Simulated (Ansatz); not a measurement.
Reaction (SMILES): [H][H] (H2) → 2 H atom
B3LYP-D3(BJ)/def2-TZVP geometries, fixed; electronic energies without zero-point terms.

Basis-set convergence of the bond dissociation energy at HF with Ansatz (a quantum-chemistry and plane-wave program). All functions are spherical. Open shells are unrestricted. No added dispersion term, no relativity. Functions are those of the species that has most. Reference: the value in aug-cc-pV5Z, 83.82 kcal/mol. Deviations are taken from unrounded values.

```
basis        functions  bond dissociation energy (kcal/mol)
-----------  ---------  -----------------------------------
cc-pVDZ             10                                81.69
aug-cc-pVDZ         18                                81.67
def2-SVP            10                                81.81
def2-SVPD           16                                81.81
pcseg-1             10                                83.52
aug-pcseg-1         18                                83.55
def2-TZVP           12                                83.39
def2-TZVPD          18                                83.47
def2-TZVPP          28                                83.65
def2-TZVPPD         34                                83.69
pcseg-2             28                                83.72
aug-pcseg-2         46                                83.76
cc-pVQZ             60                                83.79
aug-cc-pVQZ         92                                83.80
def2-QZVPP          60                                83.80
def2-QZVPPD         66                                83.81
pcseg-3             66                                83.82
aug-pcseg-3         98                                83.82
cc-pV5Z            110                                83.82
aug-cc-pV5Z        160                                83.82
```

What the diffuse functions change, pair by pair:
- cc-pVDZ to aug-cc-pVDZ: 8 more functions, deviation -2.14 to -2.16 kcal/mol
- def2-SVP to def2-SVPD: 6 more functions, deviation -2.02 to -2.01 kcal/mol
- pcseg-1 to aug-pcseg-1: 8 more functions, deviation -0.30 to -0.28 kcal/mol
- def2-TZVP to def2-TZVPD: 6 more functions, deviation -0.44 to -0.35 kcal/mol
- def2-TZVPP to def2-TZVPPD: 6 more functions, deviation -0.17 to -0.13 kcal/mol
- pcseg-2 to aug-pcseg-2: 18 more functions, deviation -0.10 to -0.06 kcal/mol
- cc-pVQZ to aug-cc-pVQZ: 32 more functions, deviation -0.03 to -0.03 kcal/mol
- def2-QZVPP to def2-QZVPPD: 6 more functions, deviation -0.02 to -0.02 kcal/mol
- pcseg-3 to aug-pcseg-3: 32 more functions, deviation 0.00 to 0.00 kcal/mol
- cc-pV5Z to aug-cc-pV5Z: 50 more functions, deviation 0.00 to 0.00 kcal/mol

Leaving out the reference's own pair, they bring the value nearer the reference by more than 0.01 kcal/mol in 4 of 9 pairs.
